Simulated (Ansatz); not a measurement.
System: rock-salt BaS. Method: BLYP (plane waves, PAW; Ansatz, a quantum-chemistry and plane-wave program).

Numerical settings: plane-wave cutoff 520 eV, 10×10×10 k mesh, Fermi–Dirac smearing 0.01 eV, scalar-relativistic PAW data made under PBE.

The cell is scaled about its equilibrium volume:

```
V (Å³/atom)  P (GPa)  direct gap at Γ (eV)  smallest gap on the k mesh (eV)
-----------  -------  --------------------  -------------------------------
32.814          2.68                 3.797                            2.305
33.512          1.68                 3.688                            2.331
34.210          0.79                 3.583                            2.354
34.908         -0.01                 3.483                            2.374
35.606         -0.72                 3.387                            2.392
36.305         -1.36                 3.295                            2.408
37.003         -1.94                 3.207                            2.422
```

The fundamental gap (2.37 eV at the equilibrium volume, with added k points) lies elsewhere than Γ–Γ.

Spin–orbit coupling is not included.
